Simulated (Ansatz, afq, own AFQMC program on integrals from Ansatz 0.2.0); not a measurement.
# SiNH₃+ (doublet): AFQMC on the coupled-cluster ladder, cc-pVDZ

How near does AFQMC come to the top of the ladder for SiNH₃+ (doublet)?

Method: cc-pVDZ, frozen cores; program: Ansatz 0.2.0, Gaussian basis, and an in-house AFQMC program (afq) on its integrals; all values are calculated.

The runs, in order: PBE (unrestricted); r2SCAN (unrestricted); PBE0 (unrestricted); B3LYP (unrestricted); wB97M-V (unrestricted); B2PLYP (unrestricted); CCSD(T) on UHF; Phaseless AFQMC, CISD trial on UHF; Phaseless AFQMC, single-determinant trial on UHF; Free-projection AFQMC, CISD trial on UHF.

## Step 1: The geometry

The geometry is a PBE0/def2-TZVP stationary point (not a proven minimum) of the parent state, kept for this charge and spin.

5 atoms, charge 1, spin multiplicity 2.

Atoms are counted from 1 here; the program's logs count them from 0.

Bond lengths: Si1–N2 1.707 Å, Si1–H3 1.532 Å, N2–H4 1.008 Å, N2–H5 1.008 Å. Angles: N2–Si1–H3 94.1°, Si1–N2–H4 126.3°, Si1–N2–H5 121.7°, H4–N2–H5 112.0°.

Geometry (Å):

```xyz
5

Si    0.00000   -0.08112    0.62457
N     0.00000    0.04941   -1.07746
H     0.00000    1.43427    0.85054
H     0.00000    0.90520   -1.61009
H     0.00000   -0.76566   -1.67095
```

## Step 2: PBE (unrestricted)

File in.yaml:

```yaml
crystal:
  periodic: [false, false, false]
  atoms:
    - {symbol: Si, position_ang: [0.000000, -0.081122, 0.624572]}
    - {symbol: N, position_ang: [0.000000, 0.049408, -1.077458]}
    - {symbol: H, position_ang: [0.000000, 1.434266, 0.850543]}
    - {symbol: H, position_ang: [0.000000, 0.905200, -1.610089]}
    - {symbol: H, position_ang: [0.000000, -0.765663, -1.670950]}
basis:
  gaussian: {orbitals: cc-pVDZ}
total_charge: 1
magnetization: {spin_polarized: true, initial_magnetization: 1}
hamiltonian: {xc: {name: PBE}}
output: {orbitals: {seedname: orbitals}}
```

Run with:

```sh
$ ansatz run in.yaml --threads 1 --pin off --events-out ev --progress --plain --max-ram 1843MiB
```

The log of the run:

```text
Functional definition: PBE
  name "PBE"
  cite "Perdew, Burke & Ernzerhof, Phys. Rev. Lett. 77, 3865 (1996) doi:10.1103/PhysRevLett.77.3865"
  parent pbe
  parameter kappa = 0.804
  parameter beta = 0.06672455060314922
  exchange = pbe_x(kappa = kappa, mu = beta*pi^2/3)
  correlation = pbe_c(beta = beta)
610 factors; their error is unknown
mean field evaluation 1: about -9380.1570 eV, gradient 7.0e1 eV
mean field evaluation 2: about -9270.0258 eV, gradient 1.2e2 eV
mean field evaluation 4: about -9400.3890 eV, gradient 1.1e1 eV
mean field evaluation 8: about -9401.2425 eV, gradient 2.6e-2 eV
mean field evaluation 16: about -9401.2290 eV, gradient 8.1e-5 eV
mean field -9401.22898967 eV, -345.4887929884 hartree, gradient 8.1e-5 eV, S^2 0.757742; 3 other end points of the search recorded, 0 dependent functions left out
reference -9401.22901643 eV, -345.4887939720 hartree; 12, 11 occupied and 35, 36 virtual orbitals, 610 factors
Total energy: -9401.22901643 eV, -345.4887939720 hartree
```

Wall time 1.2 s (1 thread of Intel Xeon 6975P-C (Granite Rapids), shared host).

From the report: ⟨S²⟩ of the determinant 0.758 (pure doublet: 0.75).

## Step 3: r2SCAN (unrestricted)

Changes to in.yaml since step 2:

```diff
@@ -12,3 +12,2 @@
 magnetization: {spin_polarized: true, initial_magnetization: 1}
-hamiltonian: {xc: {name: PBE}}
-output: {orbitals: {seedname: orbitals}}
+hamiltonian: {xc: {name: r2SCAN}}
```

Same command.

The log of the run:

```text
Functional definition: r2SCAN
  name "r2SCAN"
  cite "Furness, Kaplan, Ning, Perdew & Sun, J. Phys. Chem. Lett. 11, 8208 (2020) doi:10.1021/acs.jpclett.0c02405"
  cite "Furness, Kaplan, Ning, Perdew & Sun, J. Phys. Chem. Lett. 11, 9248 (2020) doi:10.1021/acs.jpclett.0c03077"
  parent r2scan
  parameter k0 = 0.174
  parameter k1 = 0.065
  parameter a1 = 4.9479
  exchange = r2scan_x(k0 = k0, k1 = k1, a1 = a1)
  correlation = r2scan_c
610 factors; their error is unknown
mean field evaluation 1: about -9387.5461 eV, gradient 6.4e1 eV
mean field evaluation 2: about -9294.7306 eV, gradient 1.1e2 eV
mean field evaluation 4: about -9405.2080 eV, gradient 7.1e0 eV
mean field evaluation 8: about -9405.5645 eV, gradient 1.4e-1 eV
mean field evaluation 16: about -9405.5495 eV, gradient 2.8e-4 eV
mean field -9405.54947855 eV, -345.6475680264 hartree, gradient 2.9e-5 eV, S^2 0.762903; 0 other end points of the search recorded, 0 dependent functions left out
reference -9405.54948805 eV, -345.6475683754 hartree; 12, 11 occupied and 35, 36 virtual orbitals, 610 factors
Total energy: -9405.54948805 eV, -345.6475683754 hartree
```

Wall time 1.4 s (1 thread of Intel Xeon 6975P-C (Granite Rapids), shared host).

From the report: ⟨S²⟩ of the determinant 0.763 (pure doublet: 0.75).

## Step 4: PBE0 (unrestricted)

Changes to in.yaml since step 3:

```diff
@@ -12,2 +12,3 @@
 magnetization: {spin_polarized: true, initial_magnetization: 1}
-hamiltonian: {xc: {name: r2SCAN}}
+hamiltonian: {xc: {name: PBE0}}
+output: {orbitals: {seedname: orbitals}}
```

Launched as before.

The log of the run:

```text
Functional definition: PBE0
  name "PBE0"
  cite "Adamo & Barone, J. Chem. Phys. 110, 6158 (1999) doi:10.1063/1.478522"
  cite "Perdew, Burke & Ernzerhof, Phys. Rev. Lett. 77, 3865 (1996) doi:10.1103/PhysRevLett.77.3865"
  parent pbe
  parameter a = 0.25
  parameter kappa = 0.804
  parameter beta = 0.06672455060314922
  exchange = (1 - a)*pbe_x(kappa = kappa, mu = beta*pi^2/3) + a*exact_x
  correlation = pbe_c(beta = beta)
450 factors; integrals over basis functions are off by at most 1.4e-3 eV
mean field evaluation 1: about -9386.3078 eV, gradient 6.0e1 eV
mean field evaluation 2: about -9340.4266 eV, gradient 9.3e1 eV
mean field evaluation 4: about -9401.8409 eV, gradient 3.5e0 eV
mean field evaluation 8: about -9402.0213 eV, gradient 2.3e-1 eV
mean field evaluation 16: about -9402.0222 eV, gradient 6.3e-4 eV
mean field -9402.02215627 eV, -345.5179413234 hartree, gradient 5.7e-5 eV, S^2 0.760342; 0 other end points of the search recorded, 0 dependent functions left out
reference -9402.02217674 eV, -345.5179420756 hartree; 12, 11 occupied and 35, 36 virtual orbitals, 450 factors
Total energy: -9402.02217674 eV, -345.5179420756 hartree
```

Run time: 1.2 s. Hardware: 1 thread of Intel Xeon 6975P-C (Granite Rapids), shared host.

From the report: ⟨S²⟩ of the determinant 0.760 (pure doublet: 0.75).

## Step 5: B3LYP (unrestricted)

Changes to in.yaml since step 4:

```diff
@@ -12,3 +12,2 @@
 magnetization: {spin_polarized: true, initial_magnetization: 1}
-hamiltonian: {xc: {name: PBE0}}
-output: {orbitals: {seedname: orbitals}}
+hamiltonian: {xc: {name: B3LYP}}
```

The command is unchanged.

The log of the run, cut to the lines that bear on the results:

```text
Functional definition: B3LYP
  name "B3LYP"
  cite "Stephens, Devlin, Chabalowski & Frisch, J. Phys. Chem. 98, 11623 (1994) doi:10.1021/j100096a001"
  cite "Becke, Phys. Rev. A 38, 3098 (1988) doi:10.1103/PhysRevA.38.3098"
  cite "Lee, Yang & Parr, Phys. Rev. B 37, 785 (1988) doi:10.1103/PhysRevB.37.785"
  cite "Vosko, Wilk & Nusair, Can. J. Phys. 58, 1200 (1980) doi:10.1139/p80-159"
[...]
450 factors; integrals over basis functions are off by at most 1.4e-3 eV
[...]
mean field -9407.68644014 eV, -345.7260999163 hartree, gradient 2.3e-5 eV, S^2 0.757555; 0 other end points of the search recorded, 0 dependent functions left out
reference -9407.68661571 eV, -345.7261063682 hartree; 12, 11 occupied and 35, 36 virtual orbitals, 450 factors
Total energy: -9407.68661571 eV, -345.7261063682 hartree
```

Run time: 0.84 s. Hardware: 1 thread of Intel Xeon 6975P-C (Granite Rapids), shared host.

From the report: ⟨S²⟩ of the determinant 0.758 (pure doublet: 0.75).

## Step 6: wB97M-V (unrestricted)

Changes to in.yaml since step 5:

```diff
@@ -12,2 +12,3 @@
 magnetization: {spin_polarized: true, initial_magnetization: 1}
-hamiltonian: {xc: {name: B3LYP}}
+hamiltonian: {xc: {name: wB97M-V}}
+output: {orbitals: {seedname: orbitals}}
```

The command is unchanged.

The log of the run, cut to the lines that bear on the results:

```text
Functional definition: wB97M-V
  name "wB97M-V"
  cite "Mardirossian & Head-Gordon, J. Chem. Phys. 144, 214110 (2016) doi:10.1063/1.4952647"
  cite "Becke, J. Chem. Phys. 107, 8554 (1997) doi:10.1063/1.475007"
  cite "Vydrov & Van Voorhis, J. Chem. Phys. 133, 244103 (2010) doi:10.1063/1.3521275"
  # Of w^i u^j: cxij and so on, Table III.
[...]
  gx(w, u) = 1 - cx + cx01*u + cx10*w
  gss(w, u) = css00 + css04*u^4 + css10*w + css20*w^2 + css43*w^4*u^3
  gos(w, u) = cos00 + cos10*w + (cos20 + cos21*u)*w^2 + (cos60 + cos61*u)*w^6
[...]
      + integral(e_c_pw_mod_opposite_spin*gos(b97_w_opposite, b97_u_opposite)) + vv10(b, c)
450 factors; integrals over basis functions are off by at most 1.4e-3 eV
153 factors; integrals over basis functions are off by at most 1.0e-5 eV
[...]
mean field -9405.84218495 eV, -345.6583247881 hartree, gradient 5.3e-5 eV, S^2 0.755871; 0 other end points of the search recorded, 0 dependent functions left out
reference -9405.84221708 eV, -345.6583259689 hartree; 12, 11 occupied and 35, 36 virtual orbitals, 450 factors
Total energy: -9405.84221708 eV, -345.6583259689 hartree
```

It took 3.1 s on 1 thread of Intel Xeon 6975P-C (Granite Rapids), shared host.

From the report: ⟨S²⟩ of the determinant 0.756 (pure doublet: 0.75).

## Step 7: B2PLYP (unrestricted)

Changes to in.yaml since step 6:

```diff
@@ -12,3 +12,3 @@
 magnetization: {spin_polarized: true, initial_magnetization: 1}
-hamiltonian: {xc: {name: wB97M-V}}
-output: {orbitals: {seedname: orbitals}}
+hamiltonian: {xc: {name: B2PLYP}}
+correlation: {electrons: outside_noble_gas}
```

Same command.

The log of the run, cut to the lines that bear on the results:

```text
Functional definition: B2PLYP
  name "B2PLYP"
  cite "Grimme, J. Chem. Phys. 124, 034108 (2006) doi:10.1063/1.2148954"
  cite "Becke, Phys. Rev. A 38, 3098 (1988) doi:10.1103/PhysRevA.38.3098"
  cite "Lee, Yang & Parr, Phys. Rev. B 37, 785 (1988) doi:10.1103/PhysRevB.37.785"
[...]
450 factors; integrals over basis functions are off by at most 1.4e-3 eV
[...]
mean field -9400.00531629 eV, -345.4438238211 hartree, gradient 8.1e-6 eV, S^2 0.763350; 2 other end points of the search recorded, 0 dependent functions left out
6 core orbitals not correlated: weight in the atoms' cores, before any rotation towards them, 1.000 or more for the frozen orbitals, at most 0.000 for the correlated occupied ones
reference -9400.00542848 eV, -345.4438279441 hartree; 6, 5 occupied and 35, 36 virtual orbitals, 450 factors
second order -8.17241893 eV of doubles, -0.00000000 eV of singles
Total energy: -9402.21198159 eV, -345.5249172753 hartree
```

Wall time 1.6 s (1 thread of Intel Xeon 6975P-C (Granite Rapids), shared host).

From the report: ⟨S²⟩ of the determinant 0.763 (pure doublet: 0.75).

## Step 8: CCSD(T) on UHF

Changes to in.yaml since step 7:

```diff
@@ -12,3 +12,2 @@
 magnetization: {spin_polarized: true, initial_magnetization: 1}
-hamiltonian: {xc: {name: B2PLYP}}
-correlation: {electrons: outside_noble_gas}
+correlation: {method: ccsd_t, electrons: outside_noble_gas, hamiltonian_folder: ham}
```

Same command.

The log of the run, cut to the lines that bear on the results:

```text
Functional definition: HF
  name "HF"
  cite "Fock, Z. Phys. 61, 126 (1930) doi:10.1007/BF01340294"
  parent pbe
[...]
450 factors; integrals over basis functions are off by at most 1.4e-3 eV
[...]
mean field -9383.08957748 eV, -344.8221818858 hartree, gradient 1.8e-6 eV, S^2 0.775182; 5 other end points of the search recorded, 0 dependent functions left out
determinant -9383.08957748 eV, -344.8221818858 hartree, with singles and doubles -9390.26744786 eV, -345.0859637570 hartree
determinant -9381.61319444 eV, -344.7679258099 hartree, with singles and doubles -9388.33864926 eV, -345.0150817158 hartree
6 core orbitals not correlated: weight in the atoms' cores, before any rotation towards them, 1.000 or more for the frozen orbitals, at most 0.000 for the correlated occupied ones
reference -9383.08957748 eV, -344.8221818858 hartree; 6, 5 occupied and 35, 36 virtual orbitals, 450 factors
second order -6.50400649 eV of doubles, -0.00000000 eV of singles
cycle   1  -7.17807469 eV  change   -2.0e-4 eV  update   1.4e-3
[...]
cycle   8  -7.17871435 eV  change    4.6e-6 eV  update   3.1e-6
perturbative correction -0.22700927 eV, -0.0083424368 hartree
Total energy: -9390.49530110 eV, -345.0943372091 hartree
```

Run time: 2.3 s. Hardware: 1 thread of Intel Xeon 6975P-C (Granite Rapids), shared host.

From the report: ⟨S²⟩ of the determinant 0.775 (pure doublet: 0.75); correlation -7.4057 eV; T1 0.024; largest double amplitude 0.08.

This run also writes the integrals to the folder ham.

## Step 9: Phaseless AFQMC, CISD trial on UHF

It reads the integrals that the CCSD(T) run on this determinant wrote.

Run with:

```sh
$ afq ham --method phaseless --trial cisd --walkers 60 --populations 1 --least-time 40 --time-step 0.005 --steps-per-block 50 --equilibration-blocks 28 --max-blocks 300 --target-error 0.0004 --factor-cut 1e-05 --start spin_pure --seed 9983 --release-times 0.24,0.51,0.99,1.62,2.4 --release-step 0.03 --release-every 4 --taylor-order 6
```

The log of the run:

```text
orbitals 41  electrons 6 5  factors 322 of 450
reference energy -344.82218189 Eh
CCSD correlation -0.26381285 Eh in 13 cycles, weight of the determinant in the CISD state 0.8816
energy of the start -345.085064 Eh
 block  time / (1/Eh)  mean weight  energy / Eh
     1     0.250  1.0001  -345.081590
     2     0.500  0.9990  -345.083869
     3     0.750  0.9998  -345.084984
     4     1.000  1.0033  -345.089360
     5     1.250  0.9982  -345.093263
     6     1.500  1.0024  -345.091447
     7     1.750  1.0010  -345.094297
     8     2.000  0.9999  -345.092573
     9     2.250  0.9995  -345.099293
    10     2.500  1.0025  -345.089588
    17     4.250  1.0030  -345.092340
    25     6.250  1.0018  -345.097773
    33     8.250  1.0029  -345.092637
    41    10.250  1.0009  -345.089168
    49    12.250  1.0007  -345.093274
    57    14.250  0.9991  -345.092215
    65    16.250  0.9984  -345.086613
    73    18.250  1.0032  -345.095384
    81    20.250  0.9994  -345.092661
    89    22.250  1.0011  -345.094176
    97    24.250  1.0011  -345.097346
   105    26.250  1.0005  -345.092084
   113    28.250  1.0018  -345.093191
   121    30.250  1.0024  -345.093488
   129    32.250  1.0014  -345.100932
   137    34.250  1.0008  -345.097383
   145    36.250  1.0010  -345.096742
   153    38.250  1.0016  -345.100335
   161    40.250  1.0000  -345.092948
   169    42.250  0.9986  -345.091671
   177    44.250  1.0009  -345.098475
   185    46.250  0.9989  -345.102601
   193    48.250  1.0007  -345.103169
   201    50.250  1.0018  -345.123025
   209    52.250  0.9990  -345.111604
   217    54.250  1.0009  -345.088712
   225    56.250  0.9994  -345.095055
   233    58.250  1.0004  -345.091818
   241    60.250  0.9995  -345.100714
   249    62.250  1.0023  -345.087572
   257    64.250  0.9998  -345.090884
   265    66.250  1.0009  -345.099943
   273    68.250  1.0011  -345.095590
   281    70.250  1.0003  -345.101976
   289    72.250  1.0014  -345.093570
   297    74.250  0.9994  -345.092218
   305    76.250  0.9992  -345.102029
   313    78.250  0.9987  -345.089433
   321    80.250  0.9983  -345.091010
blocks merged  error / Eh  count
     1  0.000313  300
     2  0.000383  150
     4  0.000412  75
     8  0.000423  37
    16  0.000516  18
    32  0.000542  9
released: time / (1/Eh)  energy / Eh  error  mean overlap
  0.24  -345.095434  0.000467  0.9941
  0.51  -345.095316  0.000532  1.0017
  0.99  -345.095048  0.000553  1.0065
  1.62  -345.096056  0.000699  1.0108
  2.40  -345.096637  0.001106  1.0123
energy -345.094800 +/- 0.000516 Eh
```

Run time: 9.4 min. Hardware: 1 thread of Intel Xeon 6975P-C (Granite Rapids), shared host; peak memory 0.32 GiB.

Energy -9390.5079 ± 0.0141 eV. Caveats: constraint bias not in the error.

## Step 10: Phaseless AFQMC, single-determinant trial on UHF

It reads the integrals that the CCSD(T) run on this determinant wrote.

Run with:

```sh
$ afq ham --method phaseless --trial hf --walkers 120 --populations 1 --least-time 40 --time-step 0.005 --steps-per-block 20 --equilibration-blocks 112 --max-blocks 600 --target-error 0.0012000000000000001 --factor-cut 1e-05 --start spin_pure --seed 2859 --taylor-order 6
```

The log of the run:

```text
orbitals 41  electrons 6 5  factors 322 of 450
reference energy -344.82218189 Eh
CCSD correlation -0.26381285 Eh in 13 cycles, weight of the determinant in the CISD state 0.8816
energy of the start -344.822701 Eh
 block  time / (1/Eh)  mean weight  energy / Eh
     1     0.100  1.0002  -344.885326
     2     0.200  1.0023  -344.931833
     3     0.300  1.0049  -344.970194
     4     0.400  1.0008  -345.004859
     5     0.500  1.0016  -345.038456
     6     0.600  1.0029  -345.049941
     7     0.700  1.0024  -345.061642
     8     0.800  0.9976  -345.105045
     9     0.900  1.0017  -345.132704
    10     1.000  1.0020  -345.096721
    18     1.800  0.9987  -345.090494
    35     3.500  1.0004  -345.091496
    52     5.200  1.0002  -345.078328
    69     6.900  0.9992  -345.047237
    86     8.600  1.0016  -345.112985
   103    10.300  0.9982  -345.074961
   120    12.000  1.0017  -345.070110
   137    13.700  1.0020  -345.101632
   154    15.400  0.9987  -345.082078
   171    17.100  0.9999  -345.095713
   188    18.800  1.0007  -345.121418
   205    20.500  0.9967  -345.043380
   222    22.200  0.9988  -345.077411
   239    23.900  1.0021  -345.181456
   256    25.600  0.9995  -345.118309
   273    27.300  1.0018  -345.061508
   290    29.000  1.0005  -345.069118
   307    30.700  1.0008  -345.098078
   324    32.400  0.9971  -345.099394
   341    34.100  1.0027  -345.101360
   358    35.800  1.0029  -345.080730
   375    37.500  0.9989  -345.098441
   392    39.200  1.0010  -345.117239
   409    40.900  0.9989  -345.071286
   426    42.600  0.9999  -345.110230
   443    44.300  1.0015  -345.115807
   460    46.000  1.0000  -345.075340
   477    47.700  0.9997  -345.084947
   494    49.400  1.0034  -345.116529
   511    51.100  0.9992  -345.108956
   528    52.800  1.0002  -345.099520
   545    54.500  0.9993  -345.137918
   562    56.200  0.9985  -345.090452
   579    57.900  0.9992  -345.082451
   596    59.600  0.9984  -345.037559
   613    61.300  0.9981  -345.084798
   630    63.000  0.9977  -345.063158
   647    64.700  1.0003  -345.117548
   664    66.400  0.9992  -345.118189
   681    68.100  1.0001  -345.115040
   698    69.800  0.9981  -345.096150
blocks merged  error / Eh  count
     1  0.000950  600
     2  0.001245  300
     4  0.001607  150
     8  0.001879  75
    16  0.002225  37
    32  0.002629  18
    64  0.002140  9
energy -345.092954 +/- 0.002629 Eh
```

Wall time 3.6 min (1 thread of Intel Xeon 6975P-C (Granite Rapids), shared host); peak memory 0.32 GiB.

Energy -9390.4577 ± 0.0715 eV. Caveats: constraint bias not in the error; error above the target.

## Step 11: Free-projection AFQMC, CISD trial on UHF

It reads the integrals that the CCSD(T) run on this determinant wrote.

Run with:

```sh
$ afq ham --method free --trial cisd --walkers 60 --time-step 0.03 --max-blocks 80 --target-error 0.0004 --factor-cut 1e-05 --seed 2591 --times 0,0.21,0.42,0.81,1.2,1.8,2.4,3 --taylor-order 8
```

The log of the run:

```text
orbitals 41  electrons 6 5  factors 322 of 450
reference energy -344.82218189 Eh
CCSD correlation -0.26381285 Eh in 13 cycles, weight of the determinant in the CISD state 0.8816
repeat  energy at the last time / Eh  error
    10  -345.100199  0.002768
    20  -345.097627  0.001735
    30  -345.098714  0.001371
    40  -345.098410  0.001250
    50  -345.097633  0.001062
    60  -345.097477  0.000917
    70  -345.096936  0.000872
    80  -345.096771  0.000807
time / (1/Eh)  energy / Eh  error  mean overlap
  0.00  -345.085958  0.000256  1.1358
  0.21  -345.091210  0.000302  1.1238
  0.42  -345.093145  0.000314  1.1302
  0.81  -345.094629  0.000327  1.1283
  1.20  -345.095320  0.000381  1.1213
  1.80  -345.095426  0.000453  1.1448
  2.40  -345.094809  0.000511  1.1529
  3.00  -345.096771  0.000807  1.1284
energy -345.096771 +/- 0.000807 Eh
```

It took 4.8 min on 1 thread of Intel Xeon 6975P-C (Granite Rapids), shared host; peak memory 0.32 GiB.

Energy -9390.5615 ± 0.0220 eV. Caveats: remainder of the start not in the error; error above the target.

## Step 12: AFQMC on the ladder

On the UHF determinant, counted from CCSD(T) (a yardstick, not exact):

```tsv
level	energy (eV)	from CCSD(T) (meV)	statistical error (meV)	time
HF	-9383.0896	+7405.7		
MP2	-9389.5936	+901.7		
CCSD	-9390.2683	+227.0		
CCSD(T)	-9390.4953	0.0		
Phaseless AFQMC, CISD trial, step 0.005, 60 walkers	-9390.5079	-12.6	14.1	9.4 min
Phaseless AFQMC, single-determinant trial, step 0.005, 120 walkers	-9390.4577	+37.6	71.5	3.6 min
Free-projection AFQMC, CISD trial, step 0.03, 60 walkers	-9390.5615	-66.2	22.0	4.8 min
```

The functionals' totals stand on their own zeros and serve differences with other points: PBE -9401.229 eV; r2SCAN -9405.549 eV; PBE0 -9402.022 eV; B3LYP -9407.687 eV; wB97M-V -9405.842 eV; B2PLYP -9402.212 eV.

## Step 13: What came out

```
                                                     quantity             value
              Phaseless AFQMC, CISD trial on UHF from CCSD(T)  -12.6 ± 14.1 meV
Phaseless AFQMC, single-determinant trial on UHF from CCSD(T)  +37.6 ± 71.5 meV
        Free-projection AFQMC, CISD trial on UHF from CCSD(T)  -66.2 ± 22.0 meV
```

In words: On UHF the phaseless walk with the CISD trial lies -12.6 meV from CCSD(T), within three error bars. Free projection has no constraint; at the last time it gives -66.2 ± 22.0 meV, and from a start that isn't spin pure other spins can mix in. Error bars are statistical and leave out the constraint, the time step and what remains of the start.
